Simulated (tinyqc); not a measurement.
RHF in the sto-6g basis, for H2F+, spin multiplicity 1, step by step (part 2 of 2). Computed by tinyqc, a small Python program that keeps every step (integrals from PySCF). Command: `OMP_NUM_THREADS=1 python tinyqc.py 22502 22503 out.jsonl` (the two numbers bound the seeds that draw the settings). One thread of a shared host (Intel(R) Xeon(R) Processor @ 2.60GHz), about 0.1 s of CPU time with the checks.

Geometry (angstrom):
```
atom         x          y         z
F     0.000000   0.000000  0.000000
H     0.000000   0.766000  0.520000
H     0.000000  -0.722000  0.491000
```

## Iteration 2: diagonalisation and new density

Fock matrix F (hartree):
```
             1F 1s      1F 2s     1F 2px     1F 2py     1F 2pz      2H 1s      3H 1s
1F 1s   -26.728894  -6.488332   0.000000   0.001485  -0.023268  -1.393962  -1.572357
1F 2s    -6.488332  -3.465112   0.000000   0.015982  -0.171985  -1.323455  -1.445739
1F 2px    0.000000   0.000000  -0.969891   0.000000   0.000000   0.000000   0.000000
1F 2py    0.001485   0.015982   0.000000  -1.021454   0.010700  -0.533183   0.561902
1F 2pz   -0.023268  -0.171985   0.000000   0.010700  -0.992274  -0.432679  -0.454573
2H 1s    -1.393962  -1.323455   0.000000  -0.533183  -0.432679  -0.915889  -0.523808
3H 1s    -1.572357  -1.445739   0.000000   0.561902  -0.454573  -0.523808  -1.000262
```

X:
```
                1          2          3         4          5          6          7
1F 1s   -0.300441   0.106944   0.749824  0.000000  -0.614724   0.004308   0.156152
1F 2s    1.117539  -0.325959  -0.242402  0.000000  -0.267517   0.008487   0.431587
1F 2px   0.000000   0.000000   0.000000  1.000000   0.000000   0.000000   0.000000
1F 2py  -0.288301  -0.849430   0.002462  0.000000  -0.008921   0.706208  -0.013451
1F 2pz   0.429187  -0.128150   0.659388  0.000000   0.665583   0.008325   0.167811
2H 1s   -0.375186   1.016364  -0.166990  0.000000   0.133595   0.381817   0.367772
3H 1s   -0.956767  -0.614399  -0.158062  0.000000   0.129432  -0.350231   0.390187
```

D after iteration 1:
```
            1F 1s      1F 2s    1F 2px     1F 2py     1F 2pz      2H 1s      3H 1s
1F 1s    2.113610  -0.495031  0.000000   0.000808   0.035086   0.005448   0.007510
1F 2s   -0.495031   2.192093  0.000000   0.000156  -0.239640  -0.074063  -0.093999
1F 2px   0.000000   0.000000  2.000000   0.000000   0.000000   0.000000   0.000000
1F 2py   0.000808   0.000156  0.000000   1.398960  -0.004231   0.310078  -0.295234
1F 2pz   0.035086  -0.239640  0.000000  -0.004231   1.709805   0.238563   0.230018
2H 1s    0.005448  -0.074063  0.000000   0.310078   0.238563   0.241918  -0.094389
3H 1s    0.007510  -0.093999  0.000000  -0.295234   0.230018  -0.094389   0.237616
```

overlap S:
```
           1F 1s     1F 2s    1F 2px     1F 2py    1F 2pz     2H 1s      3H 1s
1F 1s   1.000000  0.232479  0.000000   0.000000  0.000000  0.049623   0.056002
1F 2s   0.232479  1.000000  0.000000   0.000000  0.000000  0.445817   0.481536
1F 2px  0.000000  0.000000  1.000000   0.000000  0.000000  0.000000   0.000000
1F 2py  0.000000  0.000000  0.000000   1.000000  0.000000  0.285523  -0.300124
1F 2pz  0.000000  0.000000  0.000000   0.000000  1.000000  0.193828   0.204101
2H 1s   0.049623  0.445817  0.000000   0.285523  0.193828  1.000000   0.261195
3H 1s   0.056002  0.481536  0.000000  -0.300124  0.204101  0.261195   1.000000
```

Diagonalise F' = X^T F X, C = X C', fill 5 alpha and 5 beta electrons from the bottom; D = 2 C_occ C_occ^T; the new density keeps 0.2 of the old one (damping). Each column has its largest component positive (the first on a tie).

F' = X^T F X (hartree):
```
           1          2           3          4           5          6          7
1  -0.552685   0.320431    2.211269   0.000000   -1.775498   0.022997   0.155288
2   0.320431   0.102541   -0.908795   0.000000    0.764075   0.057720  -0.135896
3   2.211269  -0.908795  -12.656647   0.000000   11.512793  -0.098859  -5.113940
4   0.000000   0.000000    0.000000  -0.969891    0.000000   0.000000   0.000000
5  -1.775498   0.764075   11.512793   0.000000  -12.374497   0.102278   5.169423
6   0.022997   0.057720   -0.098859   0.000000    0.102278  -1.191960  -0.032635
7   0.155288  -0.135896   -5.113940   0.000000    5.169423  -0.032635  -4.025035
```

orbital energies (hartree): MO1 -26.732536, MO2 -2.045325, MO3 -1.194570, MO4 -1.020398, MO5 -0.969891, MO6 0.055007, MO7 0.239539

coefficients C:
```
              MO1        MO2        MO3        MO4       MO5        MO6        MO7
1F 1s    0.996836  -0.235400  -0.007367   0.071910  0.000000   0.106872   0.021973
1F 2s    0.014739   0.929168   0.040718  -0.383656  0.000000  -0.791135  -0.183004
1F 2px   0.000000   0.000000   0.000000   0.000000  1.000000   0.000000   0.000000
1F 2py  -0.000241  -0.015100   0.745106   0.025592  0.000000  -0.134597   0.854086
1F 2pz   0.002200   0.152258  -0.026368   0.878445  0.000000  -0.547756  -0.105180
2H 1s   -0.002936   0.074026   0.324442   0.197724  0.000000   0.912274  -0.720031
3H 1s   -0.003390   0.085282  -0.329526   0.173944  0.000000   0.646935   1.022194
```

D after iteration 2:
```
            1F 1s      1F 2s    1F 2px     1F 2py     1F 2pz      2H 1s      3H 1s
1F 1s    2.109636  -0.470082  0.000000  -0.000373   0.054561  -0.012549  -0.012128
1F 2s   -0.470082   2.058291  0.000000   0.010410  -0.362471  -0.005066  -0.020336
1F 2px   0.000000   0.000000  2.000000   0.000000   0.000000   0.000000   0.000000
1F 2py  -0.000373   0.010410  0.000000   1.169497   0.000010   0.455114  -0.446834
1F 2pz   0.054561  -0.362471  0.000000   0.000010   1.614837   0.329952   0.325150
2H 1s   -0.012549  -0.005066  0.000000   0.455114   0.329952   0.288137  -0.124792
3H 1s   -0.012128  -0.020336  0.000000  -0.446834   0.325150  -0.124792   0.281329
```

## Iteration 16 (converged): orbitals

converged F (hartree):
```
             1F 1s      1F 2s     1F 2px     1F 2py     1F 2pz      2H 1s      3H 1s
1F 1s   -26.996557  -6.540287   0.000000   0.001583  -0.025970  -1.405147  -1.584962
1F 2s    -6.540287  -3.573477   0.000000   0.015418  -0.156312  -1.375801  -1.501292
1F 2px    0.000000   0.000000  -1.092344   0.000000   0.000000   0.000000   0.000000
1F 2py    0.001583   0.015418   0.000000  -1.099567   0.010459  -0.572831   0.602214
1F 2pz   -0.025970  -0.156312   0.000000   0.010459  -1.098328  -0.457832  -0.479973
2H 1s    -1.405147  -1.375801   0.000000  -0.572831  -0.457832  -0.977769  -0.543436
3H 1s    -1.584962  -1.501292   0.000000   0.602214  -0.479973  -0.543436  -1.067172
```

Diagonalise F' = X^T F X, C = X C', fill 5 alpha and 5 beta electrons from the bottom; D = 2 C_occ C_occ^T. Each column has its largest component positive (the first on a tie).

F' = X^T F X (hartree):
```
           1          2           3          4           5          6          7
1  -0.575657   0.326730    2.253526   0.000000   -1.790068   0.020156   0.142845
2   0.326730   0.094567   -0.924747   0.000000    0.770977   0.057098  -0.131155
3   2.253526  -0.924747  -12.844716   0.000000   11.578435  -0.100042  -5.146915
4   0.000000   0.000000    0.000000  -1.092344    0.000000   0.000000   0.000000
5  -1.790068   0.770977   11.578435   0.000000  -12.551164   0.102902   5.203163
6   0.020156   0.057098   -0.100042   0.000000    0.102902  -1.284269  -0.032509
7   0.142845  -0.131155   -5.146915   0.000000    5.203163  -0.032509  -4.128413
```

orbital energies (hartree): MO1 -26.999917, MO2 -2.146424, MO3 -1.286720, MO4 -1.135163, MO5 -1.092344, MO6 0.045181, MO7 0.233391

coefficients C:
```
              MO1        MO2        MO3        MO4       MO5        MO6        MO7
1F 1s    0.996978  -0.235194  -0.007668   0.068429  0.000000   0.108321   0.021668
1F 2s    0.014092   0.929368   0.043171  -0.368814  0.000000  -0.798471  -0.180109
1F 2px   0.000000   0.000000   0.000000   0.000000  1.000000   0.000000   0.000000
1F 2py  -0.000237  -0.014132   0.741836   0.031567  0.000000  -0.130070   0.857444
1F 2pz   0.002232   0.139432  -0.032853   0.882609  0.000000  -0.544616  -0.102548
2H 1s   -0.002804   0.075954   0.325238   0.196756  0.000000   0.909450  -0.723302
3H 1s   -0.003245   0.087203  -0.334796   0.168853  0.000000   0.652239   1.017793
```

D after iteration 16:
```
            1F 1s      1F 2s    1F 2px     1F 2py     1F 2pz      2H 1s      3H 1s
1F 1s    2.108045  -0.460201  0.000000  -0.000882   0.060159  -0.019378  -0.019246
1F 2s   -0.460201   2.003623  0.000000   0.014493  -0.394643   0.024048   0.008538
1F 2px   0.000000   0.000000  2.000000   0.000000   0.000000   0.000000   0.000000
1F 2py  -0.000882   0.014493  0.000000   1.103034   0.003038   0.492823  -0.488530
1F 2pz   0.060159  -0.394643  0.000000   0.003038   1.599047   0.347115   0.344364
2H 1s   -0.019378   0.024048  0.000000   0.492823   0.347115   0.300539  -0.138066
3H 1s   -0.019246   0.008538  0.000000  -0.488530   0.344364  -0.138066   0.296430
```

## Convergence

Stop when the energy changes by less than 1e-09 hartree and every element of the error matrix X^T (F D S - S D F) X is below 9e-06.

Course of the cycle:
```
iteration   E (hartree)     change  largest element of the error matrix
1          -98.57997461          -                             9.18e-01
2          -99.49729301  -9.17e-01                             2.79e-01
3          -99.71528898  -2.18e-01                             7.08e-02
4          -99.76042862  -4.51e-02                             1.80e-02
5          -99.76953631  -9.11e-03                             4.71e-03
6          -99.77136476  -1.83e-03                             1.30e-03
7          -99.77173162  -3.67e-04                             5.79e-04
8          -99.77180527  -7.36e-05                             2.88e-04
9          -99.77182007  -1.48e-05                             1.43e-04
10         -99.77182305  -2.98e-06                             7.18e-05
11         -99.77182365  -6.01e-07                             3.63e-05
12         -99.77182377  -1.22e-07                             1.89e-05
13         -99.77182380  -2.47e-08                             9.86e-06
14         -99.77182380  -5.04e-09                             5.14e-06
15         -99.77182380  -1.04e-09                             2.68e-06
16         -99.77182380  -2.15e-10                             1.40e-06
```

PySCF RHF in the same basis = -99.77182380 hartree

Converged in 16 iterations.

## Populations, bond orders and dipole

Mulliken: Z minus the diagonal of D S on the atom; Loewdin: the same with S^(1/2) D S^(1/2); Mayer order: 2 sum_s sum (D(s) S)_ij (D(s) S)_ji over the two atoms.

Charges (e):
```
atom   Mulliken   Loewdin
1F    -0.037465  0.172253
2H     0.517771  0.421173
3H     0.519694  0.406574
```

Mayer bond orders:
```
pair     order
2-1   0.715449
3-1   0.713454
3-2   0.016464
```

dipole moment about the origin, x y z (debye): 0.000000  0.123286  2.864460
